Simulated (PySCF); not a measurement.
# F2: the SCF solver's settings

The same problem is solved with other solver options, one edit a run.

Computed with PySCF 2.14.0. Level: each script names its method and basis.

1 further run of the same task is left out (it didn't finish).

## Step 1: The system as given

F2: 2 atoms, charge 0, spin multiplicity 1.

Bond lengths: F1–F2 1.107 Å.

## Step 2: The base run

The input, input.py:

```python
from pyscf import gto, scf, cc

mol = gto.M(
    atom='F 0 0 0; F 0 0 1.107',
    basis='ano-rcc-vdzp',
    charge=0,
    spin=0,
    verbose=4,
)
mf = scf.UHF(mol)
mf = mf.sfx2c1e()
mf.kernel()
mycc = cc.CCSD(mf)
mycc.kernel()
mf.dip_moment()
print('orbital energies (hartree):', [e[max(0, n-3):n+3].round(4) for e, n in zip(mf.mo_energy, mol.nelec)])
```

On the command line:

```sh
$ OMP_NUM_THREADS=1 python input.py
```

The log of this run is left out.

Base result: E(SCF) = -198.848202 Eh, 7 cycles, E(CCSD) − E(SCF) = -0.36060 Eh, μ = 0.00 D (of the SCF density).

The bond length is a typed value, not an optimised one.

## Step 3: DIIS space 2

Edit 1 changes DIIS space: default → 2.

The input, input.py:

```python
from pyscf import gto, scf, cc

mol = gto.M(
    atom='F 0 0 0; F 0 0 1.107',
    basis='ano-rcc-vdzp',
    charge=0,
    spin=0,
    verbose=4,
)
mf = scf.UHF(mol)
mf = mf.sfx2c1e()
mf.diis_space = 2
mf.kernel()
mycc = cc.CCSD(mf)
mycc.kernel()
mf.dip_moment()
print('orbital energies (hartree):', [e[max(0, n-3):n+3].round(4) for e, n in zip(mf.mo_energy, mol.nelec)])
```

On the command line:

```sh
$ OMP_NUM_THREADS=1 python input.py
```

## Step 4: Smearing width 0.005 hartree

Edit 2 changes smearing width: none → 0.005 hartree; step after the SCF: ccsd → none.

input.py, as its differences from that of step 2:

```diff
@@ -1,2 +1,2 @@
-from pyscf import gto, scf, cc
+from pyscf import gto, scf
 
@@ -11,5 +11,4 @@
 mf = mf.sfx2c1e()
+mf = scf.addons.smearing_(mf, sigma=0.005, method='fermi')
 mf.kernel()
-mycc = cc.CCSD(mf)
-mycc.kernel()
 mf.dip_moment()
```

## Step 5: Point-group symmetry on

Edit 3 changes point-group symmetry: off → on.

input.py, as its differences from that of step 2:

```diff
@@ -7,2 +7,3 @@
     spin=0,
+    symmetry=True,
     verbose=4,
```

**Question.** What will these runs give? Wanted: for each run, E(SCF); from base; gap; after the SCF.

As calculated:

```csv
run,E(SCF) (hartree),from base (eV),cycles,gap (eV),after the SCF
base,-198.848202,0,7,24.29,CCSD correlation -9.812 eV
DIIS space 2,-198.848202,0.0000,10,24.29,CCSD correlation -9.812 eV
smearing width 0.005 hartree,-198.848202,0.0000,7,n/a,n/a
point-group symmetry on,-198.848202,0.0000,7,24.29,CCSD correlation -9.812 eV
```

Distance from each run's final energy (log10 hartree) by cycle:

```csv
run,cycle 1,cycle 2,cycle 3,cycle 5,cycle 8,cycle 12
base,-1.5,-2.6,-3.9,-7.2,done,done
DIIS space 2,-1.5,-2.6,-3.9,-6.0,-8.8,done
smearing width 0.005 hartree,-1.5,-2.6,-3.9,-7.2,done,done
point-group symmetry on,-1.5,-2.6,-3.9,-7.2,done,done
```

**Reading.** The SCF energy stays the same, to the digits that matter, with DIIS space 2 or smearing width 0.005 hartree or point-group symmetry on. The base needs 7 cycles and the run with DIIS space 2 needs 10.
